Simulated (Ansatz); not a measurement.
# One structure, 3 elements: Sn3Cl2, Sn3Br2, Sn3I2

Plane-wave DFT in Ansatz with scalar-relativistic PAW potentials, cutoff 420 eV, Γ-centred meshes chosen by cell and gap, Gaussian smearing with energies taken to zero width. Every cell was relaxed (cell and atoms) in a run of its own, within the symmetry of its start. Functional: PBE.

All members share space group P-3m1 and the same sites; only the element on one set of sites changes (Cl, Br, I). Members needn't be the stable form of their composition. Energies over the elements, where given, are against the elements' standard states in the same functional (H₂, N₂, O₂ and halogens uncorrected, Hg as a solid). The first member:

Space group P-3m1 (No. 164). a = 4.547 Å, b = 4.547 Å, c = 11.699 Å, α = 90.00°, β = 90.00°, γ = 120.00°
```json
{"atom": "Sn", "site": "1a", "symmetry": "-3m.", "x": "0.0000", "y": "0.0000", "z": "0.0000"}
{"atom": "Sn", "site": "2d", "symmetry": "3m.", "x": "0.3333", "y": "0.6667", "z": "0.5398"}
{"atom": "Cl", "site": "2d", "symmetry": "3m.", "x": "0.3333", "y": "0.6667", "z": "0.1136"}
```

| compound | V (Å³/atom) | a (Å) | c (Å) | energy over elements (eV/atom) |
| --- | --- | --- | --- | --- |
| Sn3Cl2 | 41.90 | 4.547 | 11.699 | -0.417 |
| Sn3I2 | 47.79 | 4.644 | 12.795 | -0.148 |

Question: Predict the member with Br.

Answer: V (Å³/atom) 44.13, a (Å) 4.592, c (Å) 12.082, energy over elements (eV/atom) -0.287. Interpolating linearly in period between Cl and I would give 44.84 Å³/atom (1.6 % too large), with -0.282 eV/atom over the elements. Over the whole series the volume grows at each step down the group; none counts as gapped, but filled and empty bands lie within 0.1 eV of touching, so another magnetic order or functional may well open gaps; binding against the elements weakens. Less electronegative, larger anions gain less from charge transfer and lattice energy, in line with the weaker binding.

Spin-orbit coupling is left out, which matters for the bands of heavy elements. Each cell of Sn3Br2, Sn3Cl2, Sn3I2 holds layers, and where no dispersion correction was added their binding is poorly described.